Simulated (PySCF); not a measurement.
## Si: ionisation energy

Si [Ne] 3s2 3p2 (3P) → Si⁺ [Ne] 3s2 3p1 (2P), as a difference of total energies. Calculation: PySCF 2.14, in cc-pV(T+d)Z; the non-relativistic Hamiltonian (point nucleus). Correlated levels: valence: [Ne] frozen. The calculations carry no spin-orbit coupling.

| method | ionisation energy (eV) | error (eV) |
| --- | --- | --- |
| UHF | 7.640 | -0.517 |
| PBE | 8.191 | +0.034 |
| M06-2X | 7.956 | -0.201 |
| MP2 (valence) | 8.042 | -0.115 |
| SCS-MP2 (valence) | 7.957 | -0.200 |
| CCSD (valence) | 8.071 | -0.086 |
| CCSD(T) (valence) | 8.109 | -0.048 |

Reference: 8.157 eV (measured; NIST levels, between the centres of gravity of the two terms).

Errors of the correlated levels include the incompleteness of this basis and the frozen core.
